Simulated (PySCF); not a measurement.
Atoms are numbered as in `[CH3:1][O:2][C@H:3]1[CH2:4][O:5]1`. Each H is labelled by its parent atom. Ha(C4) is cis to O2 on the ring; Hb(C4) is trans to O2 on the ring.

Geometry: PBE0-D3(BJ)/def2-SVP; GIAO absolute shieldings from PySCF 2.14.0 with density-fitted response routines, gas phase, non-relativistic, averaged over equivalent atoms.

At PBE0/pcSseg-1 (115 basis functions, 7.1 s wall time on 1 thread of an Arm Neoverse V2, shared host):
```csv
atoms,σ (ppm)
C3,107.8
C1,128.7
C4,138.4
O2,278.3
O5,286.2
H(C3),27.31
H(C1),27.91
Ha(C4),28.71
Hb(C4),28.84
```

Question: Predict the values at KT3/pcSseg-2 on the same geometry.

Answer: 
```tsv
atoms	σ at KT3/pcSseg-2	change
C3	102.3	-5.5
C1	124.1	-4.6
C4	134.4	-4.0
O2	255.1	-23.2
O5	272.8	-13.4
H(C3)	27.09	-0.22
H(C1)	27.94	+0.03
Ha(C4)	28.84	+0.13
Hb(C4)	28.93	+0.09
```

The largest change is at O2 (ether oxygen). Cost: 264 basis functions, 33 s wall time on 1 thread of an Arm Neoverse V2, shared host. The order of the carbon signals is the same at both levels.
